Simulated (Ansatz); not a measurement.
# Hydrogen peroxide (H₂O₂): ionisation energy by level of theory

The task here is to estimate one member of a computed series from the others.

Program: Ansatz 0.2.0, Gaussian basis. Level of theory: unrestricted cation, the program's frozen cores in correlated methods. These are calculated values, not measurements.

Levels to be run: UKS PBE-D4/def2-TZVPP; UKS r2SCAN-D4/def2-TZVPP; UKS PBE0-D4/def2-TZVPP; UKS B3LYP-D4/def2-TZVPP; UKS wB97X-V/def2-TZVPP; UKS wB97M-V/def2-TZVPP; UKS B2PLYP/def2-TZVPP; UHF-CCSD(T)/def2-TZVPP; UHF-CCSD(T)/def2-QZVPP; extrapolation to the limit; then −ε(HOMO) from the neutral's earlier runs with LDA (SPW92), PBE-D4, revPBE-D4, BLYP-D4, r2SCAN-D4, B97M-V, PBE0-D4, B3LYP-D4, r2SCANh-D4, r2SCAN0-D4, HSE06-D4, BHLYP-D4, CAM-B3LYP-D4, LC-ωPBE, ωB97X-V, ωB97M-V.

**The geometry**

All runs share one geometry, relaxed beforehand with PBE0-D4 in a triple-zeta def2 set.

SMILES `OO`, 4 atoms, charge 0, spin multiplicity 1.

Atoms are counted from 1 here; the program's logs count them from 0.

Bond lengths: O1–O2 1.426 Å, O1–H3 0.965 Å, O2–H4 0.965 Å. Angles: O2–O1–H3 101.1°, O1–O2–H4 101.1°.

Set-up of the first run:

in.yaml reads:

```yaml
crystal:
  periodic: [false, false, false]
  atoms:
    - {symbol: O, position_ang: [-0.486807, -0.581139, 0.030594]}
    - {symbol: O, position_ang: [0.048310, 0.728361, 0.206874]}
    - {symbol: H, position_ang: [0.186354, -1.117019, 0.467398]}
    - {symbol: H, position_ang: [0.252142, 0.969797, -0.704867]}
basis:
  gaussian: {orbitals: def2-TZVPP}
total_charge: 1
magnetization: {spin_polarized: true, initial_magnetization: 1}
hamiltonian: {xc: pbe, dispersion: d4}
```

Among the steps run: Cation, UKS PBE-D4/def2-TZVPP; Cation, UKS r2SCAN-D4/def2-TZVPP; Cation, UKS PBE0-D4/def2-TZVPP; Cation, UKS B3LYP-D4/def2-TZVPP; Cation, UKS wB97X-V/def2-TZVPP; Cation, UKS wB97M-V/def2-TZVPP; Cation, UKS B2PLYP (frozen core)/def2-TZVPP; Cation, UHF-CCSD(T)/def2-TZVPP; Cation, UHF-CCSD(T)/def2-QZVPP.

One of the session's tables, all rows but one given; the rest of the session is left out.

It belongs to the step «Ionisation energies side by side». Orbital estimates, from the neutral's runs:

```
  functional  −ε(HOMO) (eV)
 LDA (SPW92)           6.36
      PBE-D4           6.20
   revPBE-D4              ?
     BLYP-D4           6.17
   r2SCAN-D4           6.62
      B97M-V           6.78
     PBE0-D4           8.13
    B3LYP-D4           7.88
  r2SCANh-D4           7.34
  r2SCAN0-D4           8.43
    HSE06-D4           7.72
    BHLYP-D4          10.06
CAM-B3LYP-D4           9.74
     LC-ωPBE          11.10
     ωB97X-V          10.74
     ωB97M-V          10.69
```

Q: Estimate the row for revPBE-D4 from the others.

As computed: −ε(HOMO) (eV): 6.14. In the column «−ε(HOMO) (eV)» it is the lowest.
